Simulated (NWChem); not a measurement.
# PN (SMILES N#P) at CCSD/SBKJC-VDZ (core potential)

What is the vertical ionisation energy of PN at CCSD/SBKJC-VDZ (core potential)? 

Program for the calculation: NWChem 7.3.0.

**1. The system as given**

PN: 2 atoms, total charge 0, spin state singlet. As SMILES, `N#P`. The bond length is the measured one.

Bond lengths: N1–P2 1.491 Å.

**2. The energy at CCSD/SBKJC-VDZ (core potential)**

Input file m1.nw:

```
START m1
TITLE "NP"
memory total 2200 mb

GEOMETRY units angstrom noautosym nocenter noautoz
N     0.000000    0.000000    0.000000
P     0.000000    0.000000    1.490866
END

BASIS spherical bse
* library SBKJC-VDZ
END

ECP bse
N library SBKJC-VDZ
P library SBKJC-VDZ
END

SCF
nopen 0
rhf
thresh 1e-08
maxiter 80
print low
END

CCSD
maxiter 60
END

TASK ccsd
```

On the command line:

```
$ nwchem m1.nw > m1.out
```

The log of the run:

```text
Northwest Computational Chemistry Package (NWChem) 7.3.0
             --------------------------------------------------------

           Job information
           ---------------

    nwchem branch   = 7.3.0
    use scalapack   = T
    input           = m1.nw
    prefix          = m1.
    data base       = ./m1.db
    status          = startup
    nproc           =        1

           Memory information
           ------------------

    heap     =     72089598 doubles =      550.0 Mbytes
    stack    =     72089595 doubles =      550.0 Mbytes
    global   =    144179200 doubles =     1100.0 Mbytes (distinct from heap & stack)
    total    =    288358393 doubles =     2200.0 Mbytes
    verify   = yes
    hardfail = no

           Directory information
           ---------------------

  0 permanent = .
  0 scratch   = .

                                NWChem Input Module
                                -------------------

                                        NP
                                        --

 Scaling coordinates for geometry "geometry" by  1.889725989
 (inverse scale =  0.529177249)

                             Geometry "geometry" -> ""
                             -------------------------

 Output coordinates in angstroms (scale by  1.889725989 to convert to a.u.)

  No.       Tag          Charge          X              Y              Z
 ---- ---------------- ---------- -------------- -------------- --------------
    1 N                    7.0000     0.00000000     0.00000000     0.00000000
    2 P                   15.0000     0.00000000     0.00000000     1.49086600

      Atomic Mass
      -----------

      N                 14.003070
      P                 30.973760

 Effective nuclear repulsion energy (a.u.)      37.2693529432

            Nuclear Dipole moment (a.u.)
            ----------------------------
        X                 Y               Z
 ---------------- ---------------- ----------------
     0.0000000000     0.0000000000    42.2599233854

            XYZ format geometry
            -------------------
     2
 geometry
 N                     0.00000000     0.00000000     0.00000000
 P                     0.00000000     0.00000000     1.49086600

 ==============================================================================
                                internuclear distances
 ------------------------------------------------------------------------------
       center one      |      center two      | atomic units |  angstroms
 ------------------------------------------------------------------------------
    2 P                |   1 N                |     2.81733  |     1.49087
 ------------------------------------------------------------------------------
                         number of included internuclear distances:          1
 ==============================================================================

 Summary of "ao basis" -> "" (spherical)
 ------------------------------------------------------------------------------
       Tag                 Description            Shells   Functions and Types
 ---------------- ------------------------------  ------  ---------------------
 *                         SBKJC-VDZ                  on all atoms

                 ECP       "ecp basis" -> "" (cartesian)
                -----
  [basis functions not shown]

                      Basis "ao basis" -> "ao basis" (spherical)
                      -----
  [basis functions not shown]

 Summary of "ao basis" -> "ao basis" (spherical)
 ------------------------------------------------------------------------------
       Tag                 Description            Shells   Functions and Types
 ---------------- ------------------------------  ------  ---------------------
 N                         SBKJC-VDZ                 4        8   2s2p
 P                         SBKJC-VDZ                 4        8   2s2p

                                 NWChem SCF Module
                                 -----------------

                                        NP

  ao basis        = "ao basis"
  functions       =    16
  atoms           =     2
  closed shells   =     5
  open shells     =     0
  charge          =   0.00
  wavefunction    = RHF
  input vectors   = atomic
  output vectors  = ./m1.movecs
  use symmetry    = F
  symmetry adapt  = F

 Forming initial guess at       0.0s

 Starting SCF solution at       0.0s

       Final RHF  results
       ------------------

         Total SCF energy =    -15.912115931551
      One-electron energy =    -43.018395099898
      Two-electron energy =     18.232623705689
 Nuclear repulsion energy =      8.873655462659

        Time for solution =      0.1s

                   Four-Index Transformation
                   -------------------------
          Number of basis functions:             16
          Number of shells:                       8
          Number of occupied orbitals:            5
          Number of occ. correlated orbitals:     5
          Block length:                          16
          Superscript MO index range:      1 -    5
          Subscript MO index range:        1 -   16
          MO coefficients read from:  ./m1.movecs
          Number of operator matrices in core:   30
          Half-transformed integrals produced

     Pass:    1     Index range:    1  -    5     Time:      0.01
 ------------------------------------------
 MP2 Energy (coupled cluster initial guess)
 ------------------------------------------
 Reference energy:            -15.912115931550851
 MP2 Corr. energy:             -0.196122934889268
 Total MP2 energy:            -16.108238866440118

 ****************************************************************************
              the segmented parallel ccsd program:    1 nodes
 ****************************************************************************

 level of theory    ccsd
 number of core         0
 number of occupied     5
 number of virtual     11
 number of deleted      0
 total functions       16
 number of shells       8
 basis label          566

   ***** ccsd parameters *****
   iprt   =     0
   convi  =  0.100E-05
   maxit  =    60
   mxvec  =     5
 memory            144176644
  Using  1 OpenMP thread(s) in CCSD
  Failed reading restart vector from ./m1.t2
  Using MP2 initial guess vector

 iter     correlation     delta       rms       T2     Non-T2      Main
             energy      energy      error      ampl     ampl      Block
                                                time     time      time
   1     -0.1679561478 -1.680D-01  2.731D-02     0.01     0.00     0.01
   2     -0.1817993721 -1.384D-02  7.738D-02     0.01     0.00     0.01
   3     -0.1807868354  1.013D-03  3.132D-02     0.01     0.00     0.01
   4     -0.1827764572 -1.990D-03  1.978D-03     0.01     0.00     0.01
   5     -0.1831893957 -4.129D-04  7.353D-04     0.01     0.00     0.01
   6     -0.1832103817 -2.099D-05  3.167D-04     0.01     0.00     0.01
   7     -0.1832017725  8.609D-06  8.107D-05     0.01     0.00     0.01
   8     -0.1832019193 -1.468D-07  9.751D-06     0.01     0.00     0.01
   9     -0.1832014463  4.730D-07  7.091D-06     0.01     0.00     0.01
  10     -0.1832015711 -1.248D-07  2.618D-06     0.01     0.00     0.01
  11     -0.1832018467 -2.755D-07  2.202D-07     0.01     0.00     0.01
                  *************converged*************

 -----------
 CCSD Energy
 -----------
 Reference energy:             -15.912115931550851
 CCSD corr. energy:             -0.183201846691920
 Total CCSD energy:            -16.095317778242769

 --------------------------------
 Spin Component Scaled (SCS) CCSD
 --------------------------------
 Same spin contribution:                 -0.032962804267354
 Same spin scaling factor:                1.130000000000000
 Opposite spin contribution:             -0.150239042424566
 Opposite spin scaling fact.:             1.270000000000000
 SCS-CCSD correlation energy:            -0.228051552701309
 Total SCS-CCSD energy:                 -16.140167484252160

 routine      calls  cpu(0)   cpu-min  cpu-ave  cpu-max   i/o
 aoccsd          1     0.00     0.00     0.00     0.00    0.00
 iterdrv         1     0.00     0.00     0.00     0.00    0.00
 pampt          11     0.00     0.00     0.00     0.00    0.00
 t2pm           11     0.00     0.00     0.00     0.00    0.00
 sxy            11     0.00     0.00     0.00     0.00    0.00
 ints        14256     0.09     0.09     0.09     0.09    0.00
 t2eri         396     0.01     0.01     0.01     0.01    0.00
 idx2          396     0.01     0.01     0.01     0.01    0.00
 idx34          11     0.00     0.00     0.00     0.00    0.00
 ht2pm          11     0.00     0.00     0.00     0.00    0.00
 itm            11     0.02     0.02     0.02     0.02    0.00
 pdiis          11     0.00     0.00     0.00     0.00    0.00
 Total                 0.14     0.14     0.14     0.14    0.00

 Task  times  cpu:        0.3s     wall:        0.3s
 Total times  cpu:        0.3s     wall:        0.3s
```

Run time: 0.83 s. Hardware: 1 thread of Intel Xeon Platinum 8375C at 2.90GHz (Ice Lake), shared host; peak memory 0.1 GiB.

**3. The doublet cation, same level**

Input file nw.nw:

```
start nw
title "NP"
memory 2200 mb
charge 1
geometry units angstroms noautosym nocenter noautoz
 N        0.000000       0.000000       0.000000
 P        0.000000       0.000000       1.490866
end
basis spherical bse
 N library SBKJC-VDZ
 P library SBKJC-VDZ
end
ecp bse
 N library SBKJC-VDZ
 P library SBKJC-VDZ
end
scf
 doublet
 uhf
 thresh 1e-08
 maxiter 80
 print low
end
tce
 scf
 ccsd
 maxiter 60
end
task tce energy
```

On the command line:

```
$ nwchem nw.nw > nw.out
```

The log of the run:

```text
Northwest Computational Chemistry Package (NWChem) 7.3.0
             --------------------------------------------------------

           Job information
           ---------------

    nwchem branch   = 7.3.0
    use scalapack   = T
    input           = nw.nw
    prefix          = nw.
    data base       = ./nw.db
    status          = startup
    nproc           =        1

           Memory information
           ------------------

    heap     =     72089598 doubles =      550.0 Mbytes
    stack    =     72089595 doubles =      550.0 Mbytes
    global   =    144179200 doubles =     1100.0 Mbytes (distinct from heap & stack)
    total    =    288358393 doubles =     2200.0 Mbytes
    verify   = yes
    hardfail = no

           Directory information
           ---------------------

  0 permanent = .
  0 scratch   = .

                                NWChem Input Module
                                -------------------

                                        NP
                                        --

 Scaling coordinates for geometry "geometry" by  1.889725989
 (inverse scale =  0.529177249)

                             Geometry "geometry" -> ""
                             -------------------------

 Output coordinates in angstroms (scale by  1.889725989 to convert to a.u.)

  No.       Tag          Charge          X              Y              Z
 ---- ---------------- ---------- -------------- -------------- --------------
    1 N                    7.0000     0.00000000     0.00000000     0.00000000
    2 P                   15.0000     0.00000000     0.00000000     1.49086600

      Atomic Mass
      -----------

      N                 14.003070
      P                 30.973760

 Effective nuclear repulsion energy (a.u.)      37.2693529432

            Nuclear Dipole moment (a.u.)
            ----------------------------
        X                 Y               Z
 ---------------- ---------------- ----------------
     0.0000000000     0.0000000000    42.2599233854

            XYZ format geometry
            -------------------
     2
 geometry
 N                     0.00000000     0.00000000     0.00000000
 P                     0.00000000     0.00000000     1.49086600

 ==============================================================================
                                internuclear distances
 ------------------------------------------------------------------------------
       center one      |      center two      | atomic units |  angstroms
 ------------------------------------------------------------------------------
    2 P                |   1 N                |     2.81733  |     1.49087
 ------------------------------------------------------------------------------
                         number of included internuclear distances:          1
 ==============================================================================

                      Basis "ao basis" -> "" (spherical)
                      -----
  [basis functions not shown]

 Summary of "ao basis" -> "" (spherical)
 ------------------------------------------------------------------------------
       Tag                 Description            Shells   Functions and Types
 ---------------- ------------------------------  ------  ---------------------
 N                         SBKJC-VDZ                 4        8   2s2p
 P                         SBKJC-VDZ                 4        8   2s2p

                 ECP       "ecp basis" -> "" (cartesian)
                -----
  [basis functions not shown]

                                 NWChem SCF Module
                                 -----------------

                                        NP

  ao basis        = "ao basis"
  functions       =    16
  atoms           =     2
  alpha electrons =     5
  beta  electrons =     4
  charge          =   1.00
  wavefunction    = UHF
  input vectors   = atomic
  output vectors  = ./nw.movecs
  use symmetry    = F
  symmetry adapt  = F

 Forming initial guess at       0.0s

 Starting SCF solution at       0.0s

  ga_iter_lsolve: convergence stagnant ... aborting solve

       Final UHF  results
       ------------------

         Total SCF energy =    -15.543742747859
      One electron energy =    -39.506359676737
      Two electron energy =     15.088961466219
 Nuclear repulsion energy =      8.873655462659

                       Sz =      0.5000
                 Sz(Sz+1) =      0.7500
                      S^2 =      1.6450

        Time for solution =      0.2s

                   NWChem Extensible Many-Electron Theory Module
                   ---------------------------------------------

              ======================================================
                   This portion of the program was automatically
                  generated by a Tensor Contraction Engine (TCE).
                  The development of this portion of the program
                 and TCE was supported by US Department of Energy,
                Office of Science, Office of Basic Energy Science.
                      TCE is a product of Battelle and PNNL.
              ======================================================

                                        NP

            General Information
            -------------------
      Number of processors :     1
         Wavefunction type : Unrestricted Hartree-Fock
          No. of electrons :     9
           Alpha electrons :     5
            Beta electrons :     4
           No. of orbitals :    32
            Alpha orbitals :    16
             Beta orbitals :    16
        Alpha frozen cores :     0
         Beta frozen cores :     0
     Alpha frozen virtuals :     0
      Beta frozen virtuals :     0
         Spin multiplicity : doublet
    Number of AO functions :    16
       Number of AO shells :     8
        Use of symmetry is : off
      Symmetry adaption is : off
         Schwarz screening : 0.10D-09

          Correlation Information
          -----------------------
          Calculation type : Coupled-cluster singles & doubles
   Perturbative correction : none
            Max iterations :       60
        Residual threshold : 0.10D-06
     T(0) DIIS level shift : 0.00D+00
     L(0) DIIS level shift : 0.00D+00
     T(1) DIIS level shift : 0.00D+00
     L(1) DIIS level shift : 0.00D+00
     T(R) DIIS level shift : 0.00D+00
     T(I) DIIS level shift : 0.00D+00
   CC-T/L Amplitude update :  5-th order DIIS
                I/O scheme : Global Array Library
        L-threshold :  0.10D-06
        EOM-threshold :  0.10D-06
 no EOMCCSD initial starts read in
 TCE RESTART OPTIONS
 READ_INT:   F
 WRITE_INT:  F
 READ_TA:    F
 WRITE_TA:   F
 READ_XA:    F
 WRITE_XA:   F
 READ_IN3:   F
 WRITE_IN3:  F
 SLICE:      F
 D4D5:       F
 quantumc:   F
 qrotation:  F
 pwtce:      F
 qducc:      F
 nacto:                         0
 nrotv:                         0
 nrot:                          0

            Memory Information
            ------------------
          Available GA space size is     144178688 doubles
          Available MA space size is     144176788 doubles

 Maximum block size        32 doubles

 tile_dim =     12

 Block   Spin    Irrep     Size     Offset   Alpha
 -------------------------------------------------
   1    alpha     a      5 doubles       0       1
   2    beta      a      4 doubles       5       2
   3    alpha     a     11 doubles       9       3
   4    beta      a     12 doubles      20       4

 Global array virtual files algorithm will be used

 Parallel file system coherency ......... OK

 Fock matrix recomputed
 1-e file size   =              512
 1-e file name   = ./nw.f1

 tce_ao2e: fast2e=1
 half-transformed integrals in memory

 2-e (intermediate) file size =          170240
 2-e (intermediate) file name = ./nw.v2i

 tce_mo2e: fast2e=1
 2-e integrals stored in memory

 2-e file size   =           149201
 2-e file name   = ./nw.v2
 T1-number-of-tasks                    2

 t1 file size   =              103
 t1 file name   = ./nw.t1
 t1 file handle =       -998
 T2-number-of-boxes                    3

 t2 file size   =             7969
 t2 file name   = ./nw.t2
 t2 file handle =       -995
CCSD iterations
 ---------------------------------------------------------
 Iter          Residuum       Correlation     Cpu    Wall
 ---------------------------------------------------------
NEW TASK SCHEDULING
CCSD_T1_NTS --- OK
CCSD_T2_NTS --- OK
    1   0.1009286394806  -0.0905110483783     0.0     0.0
    2   0.0565560456858  -0.1054865937055     0.0     0.0
    3   0.0436653915053  -0.1130053540896     0.0     0.0
    4   0.0355886315424  -0.1186981760609     0.0     0.0
    5   0.0298780989100  -0.1230836416999     0.0     0.0
 MICROCYCLE DIIS UPDATE:                    5                    5
    6   0.0095617458891  -0.1442989125374     0.0     0.0
    7   0.0062151792119  -0.1438053797171     0.0     0.0
    8   0.0047287667321  -0.1438249675919     0.0     0.0
    9   0.0037024663495  -0.1437905341205     0.0     0.0
   10   0.0029390005414  -0.1437902735815     0.0     0.0
 MICROCYCLE DIIS UPDATE:                   10                    5
   11   0.0006160798942  -0.1438543630787     0.0     0.0
   12   0.0004603842299  -0.1438965383885     0.0     0.0
   13   0.0003681474879  -0.1439443430895     0.0     0.0
   14   0.0003076336021  -0.1439770101498     0.0     0.0
   15   0.0002582263694  -0.1440039623998     0.0     0.0
 MICROCYCLE DIIS UPDATE:                   15                    5
   16   0.0000632246380  -0.1441239582312     0.0     0.0
   17   0.0000441549358  -0.1441234522647     0.0     0.0
   18   0.0000334422573  -0.1441244874946     0.0     0.0
   19   0.0000263200589  -0.1441250288968     0.0     0.0
   20   0.0000208300464  -0.1441256050201     0.0     0.0
 MICROCYCLE DIIS UPDATE:                   20                    5
   21   0.0000048518661  -0.1441278303901     0.0     0.0
   22   0.0000037076675  -0.1441283177429     0.0     0.0
   23   0.0000030213693  -0.1441287101441     0.0     0.0
   24   0.0000025074693  -0.1441290105962     0.0     0.0
   25   0.0000020986290  -0.1441292558521     0.0     0.0
 MICROCYCLE DIIS UPDATE:                   25                    5
   26   0.0000003584202  -0.1441304034783     0.0     0.0
   27   0.0000002060128  -0.1441303866627     0.0     0.0
   28   0.0000001533746  -0.1441303948567     0.0     0.0
   29   0.0000001218879  -0.1441303975423     0.0     0.0
   30   0.0000000974024  -0.1441304006610     0.0     0.0
 -----------------------------------------------------------------
 Iterations converged
 CCSD correlation energy / hartree =        -0.144130400660968
 CCSD total energy / hartree       =       -15.687873148520206

 Singles contributions
     6a   (alpha) ---     4a   (alpha)        0.2288816881
     7a   (alpha) ---     3a   (alpha)        0.2288816881
     5a   (beta ) ---     2a   (beta )       -0.1138186470
     6a   (beta ) ---     3a   (beta )        0.1946640870
     7a   (beta ) ---     4a   (beta )        0.1946640870

 Doubles contributions
     6a   (alpha)     6a   (beta ) ---     4a   (alpha)     3a   (beta )        0.1238691765
     6a   (alpha)     7a   (beta ) ---     4a   (alpha)     4a   (beta )        0.1036704420
     7a   (alpha)     6a   (beta ) ---     3a   (alpha)     3a   (beta )        0.1036704420
     7a   (alpha)     7a   (beta ) ---     3a   (alpha)     4a   (beta )        0.1238691765

 Task  times  cpu:        0.5s     wall:        0.5s
 Total times  cpu:        0.6s     wall:        0.6s
```

Run time: 1.1 s. Hardware: 1 thread of Intel Xeon Platinum 8375C at 2.90GHz (Ice Lake), shared host; peak memory 0.1 GiB.

**4. Results**

At CCSD/SBKJC-VDZ (core potential):

| quantity | value |
| --- | --- |
| singlet PN: total energy | -16.09532 Eh |
| singlet PN: correlation energy | -183.2 mEh |
| doublet cation: total energy | -15.68787 Eh |
| doublet cation: correlation energy | -144.1 mEh |
| doublet cation: ⟨S²⟩ of the reference determinant | 1.645 |
| vertical ionisation energy (to the doublet cation) | 11.087 eV |

What this shows: The vertical ionisation energy comes to 11.09 eV (1070 kJ/mol). ⟨S²⟩ (doublet cation) is 1.65 where a pure doublet has 0.75: the reference is spin-contaminated.
